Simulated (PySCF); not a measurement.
# H₄BrO+, a complex of two parts: interaction energy

Computed with PySCF 2.14.0; each step states its level. No surroundings beyond the atoms listed, unless a continuum is named. Atoms count from 0, parts from 1.

## (1) Starting point

6 atoms, charge 1, multiplicity 1; geometry: GFN2-xTB. Parts: 1 = atoms 0–1, `Br`, charge 0; 2 = atoms 2–5, `[OH3+]`, charge 1.

## (2) Geometry optimisation at PBE0-D3(BJ)/def2-SVPD

What the job is given:

```
{"job": {"xc": "PBE0", "basis": "def2-SVPD", "d3": "d3bj", "grid": 2, "kind": "geom", "shake": 0.01}, "charge": 1, "multiplicity": 1, "parts": [{"atoms": "0-1", "charge": 0, "multiplicity": 1}, {"atoms": "2-5", "charge": 1, "multiplicity": 1}]}
Br     0.649189     0.117508     0.418056
H     -0.576591     0.205525    -0.267298
O      3.827822     0.424910     0.364884
H      2.903740     0.402047     0.142091
H      4.142676    -0.459072     0.675995
H      4.014411     1.121450     1.046752
```

On the command line:

```bash
OMP_NUM_THREADS=1 python cluster_run.py task.json out
```

This one command runs all jobs of the session in turn.

Q: Estimate the wall time and peak memory of this first job on 1 thread of Intel Xeon 6975P-C, shared host.

About 17 s, with a peak of 0.42 GiB.
